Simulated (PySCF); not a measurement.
# Which functional comes closest?

Molecule: SMILES O=C=C=C=O, C$_{3}$O$_{2}$.

Molfile (atoms numbered from 1):
```
C3O2
     RDKit          3D

  5  4  0  0  0  0  0  0  0  0999 V2000
   -2.1378   -0.2348    1.1792 O   0  0  0  0  0  0  0  0  0  0  0  0
   -1.1223   -0.1231    0.6312 C   0  0  0  0  0  0  0  0  0  0  0  0
    0.0000    0.0000    0.0258 C   0  0  0  0  0  0  0  0  0  0  0  0
    1.1223    0.1231   -0.5796 C   0  0  0  0  0  0  0  0  0  0  0  0
    2.1378    0.2348   -1.1276 O   0  0  0  0  0  0  0  0  0  0  0  0
  1  2  2  0
  2  3  2  0
  3  4  2  0
  4  5  2  0
M  END
```

Geometry PBE0-D3(BJ)/def2-SVP throughout; GIAO in PySCF 2.14, gas phase, one conformer, non-relativistic; equivalent atoms averaged; basis pcSseg-2.

Reference values (measured; gas or nonpolar solvent (not told per row); T. W. Keal, PhD thesis, Durham 2005): δ(C3) = -7.6 ppm vs CH4, δ(C2/C4) = 136.7 ppm vs CH4. Computed shifts are taken against CH4, calculated as an isolated molecule at each level.

Question: How do the functionals HF, LDA, PBE, BLYP, BP86, OPBE, KT2, KT3, B97-D, B3LYP, PBE0, mPW1PW91, WP04, B97-2, BHandHLYP, CAM-B3LYP, wB97X-D, LC-wPBE perform against the reference? Times are CPU seconds on shared hosts with different chips, so compare them loosely; the GGAs took longer than the global hybrids here, which isn't the general rule, and the cause wasn't traced.

Answer: 
```csv
functional,kind,C3,C2/C4,mean abs. error C,core-s
HF,Hartree–Fock,-24.9,140.0,10.3,3.6
LDA,LDA,-5.1,134.7,2.2,9.1
PBE,GGA,-11.2,127.2,6.5,11
BLYP,GGA,-15.1,126.4,8.9,12
BP86,GGA,-12.1,126.1,7.5,12
OPBE,GGA,-10.6,122.0,8.8,12
KT2,GGA,-15.7,120.5,12.1,12
KT3,GGA,-17.2,117.7,14.3,12
B97-D,GGA,-15.0,122.2,10.9,11
B3LYP,global hybrid,-16.3,131.0,7.2,6.9
PBE0,global hybrid,-13.5,132.2,5.2,10
mPW1PW91,global hybrid,-14.0,131.8,5.6,7.1
WP04,global hybrid,-19.1,122.9,12.6,9.3
B97-2,global hybrid,-15.2,128.2,8.1,10
BHandHLYP,global hybrid,-19.1,136.1,6.0,9.6
CAM-B3LYP,range-separated hybrid,-16.7,137.0,4.7,13
wB97X-D,range-separated hybrid,-15.5,134.2,5.2,13
LC-wPBE,range-separated hybrid,-14.6,140.8,5.6,15
```

For 13C the closest is LDA (2.2 ppm) and the furthest KT3 (14.3 ppm). One molecule is a small sample, and vibrational effects are absent from the calculation.
